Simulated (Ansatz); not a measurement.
Relaxation of BFH5N (8 atoms, charge 0, multiplicity 1), to a largest force component of 0.03 eV/Å in at most 50 steps.

The calculation used RKS PBE0-D4/def2-SVP in Ansatz 0.2.0.

```xyz
8
Properties=species:S:1:pos:R:3
B 0.055 -0.153 -0.112
F 0.021 -0.611 1.139
N 1.270 -0.140 -0.790
H 2.125 -0.424 -0.329
H 1.379 0.191 -1.738
H -0.973 0.195 -0.642
H 0.135 1.979 0.982
H 0.021 1.488 1.492
```

Question: Where does it end, and by what steps?

Answer: The run converged. The force dipped under the threshold on the way, but the program's further checks kept it going. After 27 steps the energy has fallen by 0.183 eV; H7 moved furthest, 1.51 Å.

| step | energy less start (eV) | largest force component (eV/Å) | accepted |
| --- | --- | --- | --- |
| 0 | 0.0000 | 1.389 | yes |
| 1 | -0.1240 | 0.156 | yes |
| 2 | -0.1549 | 0.152 | yes |
| 3 | -0.1535 | 0.451 | no |
| 4 | -0.1630 | 0.088 | yes |
| 5 | -0.1667 | 0.105 | yes |
| 6 | -0.1692 | 0.133 | yes |
| 7 | -0.1701 | 0.257 | yes |
| 8 | -0.1718 | 0.223 | yes |
| 9 | -0.1743 | 0.145 | yes |
| 10 | -0.1704 | 0.436 | no |
| 11 | -0.1761 | 0.044 | yes |
| 12 | -0.1768 | 0.246 | yes |
| 13 | -0.1781 | 0.116 | yes |
| 14 | -0.1791 | 0.050 | yes |
| 15 | -0.1800 | 0.110 | yes |
| 16 | -0.1799 | 0.233 | no |
| 17 | -0.1807 | 0.077 | yes |
| 18 | -0.1810 | 0.140 | yes |
| 19 | -0.1815 | 0.074 | yes |
| 20 | -0.1820 | 0.006 | yes |
| 21 | -0.1823 | 0.036 | yes |
| 22 | -0.1797 | 0.264 | no |
| 23 | -0.1823 | 0.026 | yes |
| 24 | -0.1826 | 0.051 | yes |
| 25 | -0.1827 | 0.030 | yes |
| 26 | -0.1827 | 0.015 | yes |
| 27 | -0.1828 | 0.016 | yes |

```xyz
8
Properties=species:S:1:pos:R:3
B 0.091 -0.331 -0.439
F 0.025 -0.161 0.889
N 1.335 -0.437 -1.050
H 2.205 -0.390 -0.535
H 1.442 -0.565 -2.047
H -0.936 -0.387 -1.073
H -0.058 2.754 2.264
H -0.071 2.042 1.995
```

Whether the end is a true minimum wasn't checked by a vibrational analysis.

Time of the run: 52 s on 1 thread of Arm Neoverse V1, on a shared host, peak memory 0.13 GiB.
